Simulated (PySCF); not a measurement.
**BO: from the state search to spectroscopic constants**

The task here is to estimate one member of a computed series from the others.

Method: B aug-pcseg-1, O aug-pcseg-1, no relativity; program: PySCF 2.14.0.

Set-up of the first run:

Settings of the job:

* atoms: B, O
* charge: 0
* basis: B aug-pcseg-1, O aug-pcseg-1
* Hamiltonian: no relativity
* basis functions: 46
* electrons treated: 13
* masses in u: 11.0093, 15.9949
* levels: PBE0, PBE, r²SCAN, B2PLYP, revPBE, B3LYP, LC-ωPBE, HF, MP2, SCS-MP2, CCSD, CCSD(T)
* grid: 80 radial by 434 angular points
* occupations: held fixed by the projection of orbital angular momentum
* dissociation limit: B + O, each in its ground configuration
* starting distance in angstrom: 1.415
* values of 2S to try: 1, 3

On the command line:

```sh
$ OMP_NUM_THREADS=1 python dia.py task.json out
```

Among the steps run: The job; PBE0 along the bond; Other states along the same grid; PBE (GGA); r²SCAN (meta-GGA); B2PLYP (double hybrid); revPBE (GGA); B3LYP; LC-ωPBE (range-separated hybrid); UHF; Adding correlation.

One of the session's tables, all rows but one given; the rest of the session is left out.

Energy (eV) from each level's lowest point:

| R (Å) | UHF | UHF-MP2 | UHF-SCS-MP2 | UHF-CCSD | UHF-CCSD(T) |
| --- | --- | --- | --- | --- | --- |
| 1.038 | 1.537 | 2.063 | 2.016 | n/a | n/a |
| 1.086 | 0.614 | 0.986 | 0.950 | 0.918 | 0.975 |
| 1.135 | ? | ? | ? | ? | ? |
| 1.171 | 0.000 | 0.101 | 0.089 | 0.081 | 0.099 |
| 1.207 | 0.014 | 0.000 | 0.000 | 0.000 | 0.000 |
| 1.243 | 0.146 | 0.019 | 0.032 | 0.039 | 0.019 |
| 1.292 | 0.462 | 0.192 | 0.224 | 0.234 | 0.186 |
| 1.352 | 1.018 | 0.583 | 0.644 | 0.642 | 0.559 |
| 1.424 | 1.831 | 1.230 | 1.333 | 1.287 | 1.160 |
| 1.521 | 3.024 | 2.290 | 2.469 | n/a | n/a |

Q: Estimate the row for R (Å) = 1.135 from the others.

Worked estimate for «UHF». A straight line through the neighbours (1.086, 0.614) and (1.171, 0.000) gives 0.614 + (0.000 − 0.614) × (1.135 − 1.086) / (1.171 − 1.086) = 0.260; a parabola fitted to 4 rows on both sides gives 0.113.

As computed: UHF: 0.135; UHF-MP2: 0.353; UHF-SCS-MP2: 0.330; UHF-CCSD: 0.311; UHF-CCSD(T): 0.347. In «UHF» the line misses by +0.125 and the parabola by -0.022.

State 2 has its PBE0 minimum 5.59 eV higher. The other levels ran on the lowest alone.
